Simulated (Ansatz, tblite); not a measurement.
# The cluster ZrO2: one state, many levels

How do method and basis change the picture of the cluster ZrO2 (singlet)?

Program: Ansatz 0.2.0, Gaussian basis. Level of theory: as each input shows. These are calculated values, not measurements.

Levels to be run: GFN1-xTB, GFN2-xTB, PBE-D4/def2-TZVP, r2SCAN-D4/def2-TZVP, BLYP-D4/def2-TZVP, revPBE-D4/def2-TZVP, LC-ωPBE/def2-TZVP, PBE-QIDH/def2-TZVP, LDA/def2-TZVP, PBE-D4/def2-SVP, PBE0-D4/def2-SVP, PBE0-D4/def2-TZVPD, PBE-D4/def2-TZVPD, r2SCAN-D4/def2-TZVPD, CCSD(T)/def2-TZVPP, MP2/def2-TZVP, RPA/def2-TZVP, CCSD(T)/def2-TZVPD.

4 further runs of the same task are left out: 4 set aside as unsound or not needed. Runs told in other sessions of the task aren't counted.

## (1) The geometry

The geometry is that of the singlet, from an earlier relaxation (PBE0-D4/def2-TZVP). At that level it is the lowest of the isomers that a small search found.

3 atoms, charge 0, spin multiplicity 1.

Bond lengths: Zr1–O2 1.761 Å, Zr1–O3 1.761 Å. Angles: O2–Zr1–O3 107.9°.

Zr takes a core potential in the def2 sets. No spin-orbit coupling is included.

PBE0-D4/def2-TZVP was run before; its log isn't repeated, and its numbers join the tables.

## (2) GFN1-xTB

Tight binding, by tblite at 300 K electronic temperature and without a spin-polarisation term:

```python
tblite.interface.Calculator('GFN1-xTB', numbers, positions, charge=0, uhf=0).singlepoint()
```

Energy -292.8769 eV, HOMO -11.83 eV, LUMO -8.86 eV; 0.002 s.

## (3) GFN2-xTB

Tight binding, by tblite at 300 K electronic temperature and without a spin-polarisation term:

```python
tblite.interface.Calculator('GFN2-xTB', numbers, positions, charge=0, uhf=0).singlepoint()
```

Energy -261.5044 eV, HOMO -11.02 eV, LUMO -8.93 eV; 0.002 s.

## (4) PBE-D4/def2-TZVP

start.molden holds the orbitals of an earlier run on this state, given as this run's starting guess.

File in.yaml:

```yaml
crystal:
  periodic: [false, false, false]
  atoms:
    - {symbol: Zr, position_ang: [-0.564290, -0.394521, 0.056594]}
    - {symbol: O, position_ang: [-0.536615, 1.327623, -0.312155]}
    - {symbol: O, position_ang: [1.100905, -0.933093, 0.255562]}
basis:
  gaussian: {orbitals: def2-TZVP, initial_orbitals: start.molden}
hamiltonian: {xc: pbe, dispersion: d4}
scf: {omitted_lower_state_checks: [starts]}
output: {orbitals: {seedname: orbitals}}
```

Command:

```sh
$ ansatz run in.yaml --threads 4 --pin off --events-out ev --progress --plain --max-ram 3916MiB
```

After this run come: r2SCAN-D4/def2-TZVP; BLYP-D4/def2-TZVP; revPBE-D4/def2-TZVP; LC-ωPBE/def2-TZVP; PBE-QIDH/def2-TZVP; LDA/def2-TZVP; PBE-D4/def2-SVP; PBE0-D4/def2-SVP; PBE0-D4/def2-TZVPD; PBE-D4/def2-TZVPD; r2SCAN-D4/def2-TZVPD; CCSD(T)/def2-TZVPP; MP2/def2-TZVP; RPA/def2-TZVP; CCSD(T)/def2-TZVPD.

Q: Predict the results of all the runs planned. Wanted: gap in def2-TZVP, named functionals, smallest and largest; correlation energy, CCSD(T)/def2-TZVPP; correlation energy, MP2/def2-TZVP; correlation energy, CCSD(T)/def2-TZVPD; binding an atom, CCSD(T)/def2-TZVPP; PBE0 total energy, smallest basis above largest.

**Answer**, as computed:

```
                                                 quantity                                 value
gap in def2-TZVP, named functionals, smallest and largest  1.56 eV (BLYP-D4), 8.23 eV (LC-ωPBE)
                   correlation energy, CCSD(T)/def2-TZVPP                             -23.46 eV
                        correlation energy, MP2/def2-TZVP                             -22.34 eV
                   correlation energy, CCSD(T)/def2-TZVPD                             -22.49 eV
                      binding an atom, CCSD(T)/def2-TZVPP                              4.659 eV
          PBE0 total energy, smallest basis above largest        5.35 eV (def2-SVP, def2-TZVPD)
```

Over the named functionals in def2-TZVP the gap runs from 1.56 eV (BLYP-D4) to 8.23 eV (LC-ωPBE); exact exchange widens it. The functionals in def2-TZVP miss CCSD(T)/def2-TZVPP by +0.044 (PBE-QIDH) to +1.260 eV (LDA) an atom. CCSD(T)/def2-TZVPP isn't at the basis-set limit; small misses against it rank nothing.
